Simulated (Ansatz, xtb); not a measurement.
Ranking isomers of C3H7FO

5 gas-phase structures of C3H7FO, from a drawn sample of its isomers (lower ones may exist). Each was relaxed with GFN2-xTB; where two conformers were screened, the lower at r2SCAN-D4/def2-SVP is listed:

A. `CO[C@H](C)F`, a singlet
B. `C[C@H](O)CF`, a singlet
C. `OCCCF`, a singlet
D. `C[C@H](F)CO`, a singlet
E. `CCOCF`, a singlet

Q: Make a reasoned guess at their ranking by r2SCAN-D4/def2-SVP single-point energy.

A: Calculated order at r2SCAN-D4/def2-SVP: A (0.0), D (0.5), B (2.0), E (4.2), C (6.9) kcal/mol. Less than 1 kcal/mol parts A and D, so the order within that pair means little. CCSD(T)/def2-SVP + ΔMP2/def2-TZVPP after further relaxation puts D lowest instead.

Energies above the lowest of each column, in kcal/mol; the last columns are at PBE0-D3(BJ)/def2-SVP geometries:

| structure | GFN2-xTB | HF/STO-3G | r2SCAN-D4/def2-SVP | PBE0-D3(BJ)/def2-SVP | CCSD(T)/def2-SVP + ΔMP2/def2-TZVPP |
| --- | --- | --- | --- | --- | --- |
| A | 0.0 | 0.0 | 0.0 | 0.6 | 2.0 |
| D | 3.7 | 8.0 | 0.5 | 0.0 | 0.0 |
| B | 4.0 | 8.7 | 2.0 | 1.0 | 0.3 |
| E | 2.5 | 2.8 | 4.2 | 4.2 | 5.1 |
| C | 5.7 | 10.8 | 6.9 | 5.7 | 5.2 |

CCSD(T)/def2-SVP + ΔMP2/def2-TZVPP puts D lowest, with B within 1 kcal/mol; GFN2-xTB picks A, HF/STO-3G picks A, r2SCAN-D4/def2-SVP picks A. CCSD(T)/def2-SVP + ΔMP2/def2-TZVPP orders those it was run on as D (0.0), B (0.3), A (2.0), E (5.1), C (5.2) kcal/mol. Less than 1 kcal/mol parts D and B; E and C, so the order within those pairs means little. Flexible structures stand in one conformer each, not always the lowest. ΔMP2 is the change of the MP2 energy from the smaller to the larger basis.

Over these structures GFN2-xTB departs from r2SCAN-D4/def2-SVP by 1.7 kcal/mol on average once a common shift is removed. A GFN2-xTB relaxation took about 0.07 s and the r2SCAN-D4/def2-SVP energy about 1.3 s on a shared host (Ansatz 0.2.0, xtb 6.7.1).
